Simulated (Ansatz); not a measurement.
```yaml
crystal:
  periodic: [false, false, false]
  atoms:
    - {symbol: S, position_ang: [-1.293940, 0.491298, -0.933769]}
    - {symbol: Ga, position_ang: [0.580416, -0.249662, 0.445473]}
    - {symbol: H, position_ang: [-1.704760, 1.292207, 0.048853]}
    - {symbol: H, position_ang: [0.892029, 1.425408, -0.680491]}
    - {symbol: H, position_ang: [1.826494, -1.076897, -0.478000]}
basis:
  gaussian: {orbitals: def2-TZVP}
magnetization: {spin_polarized: true, initial_magnetization: 2}
hamiltonian: {xc: pbe0}
relax: {f_tol: 0.004, max_steps: 80}
```

```sh
$ ansatz run in.yaml --threads 1 --pin off --events-out ev --progress --plain --max-ram 2176MiB
```

Steps of the relaxation (energy above the last step; positions in Å, forces in eV/Å):

```
5
step 1, 375.1 meV
S    -1.294    0.491   -0.934    0.903   -0.364    0.310
Ga    0.580   -0.250    0.445    0.539    0.240   -1.695
H    -1.705    1.292    0.049   -0.170    0.187    0.196
H     0.892    1.425   -0.680   -0.316   -0.526    0.417
H     1.826   -1.077   -0.478   -0.956    0.463    0.771
```

```
5
step 2, 28.5 meV
S    -1.167    0.531   -0.909   -0.283    0.023   -0.158
Ga    0.701   -0.176    0.306    0.134    0.211    0.114
H    -1.749    1.294    0.042    0.245   -0.168   -0.036
H     0.753    1.351   -0.616    0.056   -0.090    0.131
H     1.762   -1.118   -0.421   -0.152    0.024   -0.050
```

```
5
step 3, 19.2 meV
S    -1.177    0.500   -0.983   -0.177    0.323    0.453
Ga    0.674   -0.119    0.310    0.036   -0.038    0.094
H    -1.609    1.230    0.082   -0.011   -0.219   -0.445
H     0.732    1.362   -0.596    0.025    0.051   -0.044
H     1.680   -1.092   -0.411    0.128   -0.117   -0.057
```

```
5
step 7, 0.0 meV
S    -1.173    0.508   -0.943   -0.002    0.001    0.001
Ga    0.712   -0.114    0.319   -0.003    0.002    0.001
H    -1.701    1.239    0.053    0.002   -0.003   -0.001
H     0.777    1.370   -0.597    0.001    0.002   -0.001
H     1.685   -1.120   -0.430    0.002   -0.002    0.000
```

Close pairs at the end: S1–H3 1.344 Å, Ga2–H5 1.588 Å, Ga2–H4 1.746 Å, S1–Ga2 2.352 Å.

A stationary point of unrestricted PBE0 after 7 steps, with ⟨S²⟩ = 2.008 against 2.00 for a pure state; no frequencies were run, so it isn't proven a minimum. 33 s on 1 thread of Arm Neoverse V2, shared host.
